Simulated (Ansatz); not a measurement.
Two structures of AlH3SO, singlet, reached by relaxing down either side of one saddle point (PBE0-D4/def2-TZVP). Energies are electronic, without zero-point energy. Program: Ansatz 0.2.0. Basis: def2-TZVPP and def2-QZVPP. Cores are frozen in the correlated methods. Extrapolation: Hartree–Fock as exp(−7.88 √X), correlation as X^−2.97. First:

Al1  (-0.094, 0.248, 0.343)
S2  (1.233, -0.577, -1.182)
H3  (0.414, 1.270, 1.423)
O4  (-1.716, -0.221, 0.372)
H5  (2.288, 0.115, -0.719)
H6  (-2.124, -0.834, -0.236)
(Å)

Second:

```
6
angstrom
Al -0.9452 -0.0286 1.5386
S 1.3078 0.4404 -0.9575
H 1.6894 1.5363 -0.2839
O -2.0392 -0.7194 0.4388
H 2.1213 -0.3492 -0.2395
H -2.1340 -0.8794 -0.4965
```

(1) Which bonds change from the first to the second?

(2) Give the saddle point's structure and its height above each. (Judge from chemistry; the value comes from the calculation.)

T1 diagnostic: at most 0.019. The restricted Hartree–Fock reference is unstable towards an unrestricted one at one or more of these structures. A large double-excitation amplitude points to some diradical character; no triplet was computed.

Answers

(1) AlH₃SO ([OH][AlH][SH]) → AlHO ([OH][Al]) + H₂S; bonds formed: S2–H3; bonds broken: Al1–S2, Al1–H3.

(2) By the calculation: 286.4 kJ/mol above the first and 115.6 kJ/mol above the second (CCSD(T) at an estimated basis limit (MP2 extrapolated from triple and quadruple zeta, plus CCSD(T) − MP2 in triple zeta)).
```json
{"atom": "Al1", "x (Å)": "-0.3871", "y (Å)": "0.2349", "z (Å)": "0.8922"}
{"atom": "S2", "x (Å)": "1.1856", "y (Å)": "0.2887", "z (Å)": "-1.0602"}
{"atom": "H3", "x (Å)": "0.9300", "y (Å)": "1.2055", "z (Å)": "0.4495"}
{"atom": "O4", "x (Å)": "-1.8475", "y (Å)": "-0.4846", "z (Å)": "0.4211"}
{"atom": "H5", "x (Å)": "2.0958", "y (Å)": "-0.3195", "z (Å)": "-0.2827"}
{"atom": "H6", "x (Å)": "-1.9767", "y (Å)": "-0.9249", "z (Å)": "-0.4200"}
```

Labels in which every atom is bracketed show which atoms are joined, not bond orders.

For scale, one of the runs: CCSD(T)/def2-TZVPP, 157 basis functions, launched by `ansatz run in.yaml --threads 2 --pin off --events-out ev --progress --plain --max-ram 4352MiB`. Hardware: 2 CPU threads of an Intel Xeon Platinum 8375C, shared host. Wall time 9.5 s; peak host memory 1 GiB.
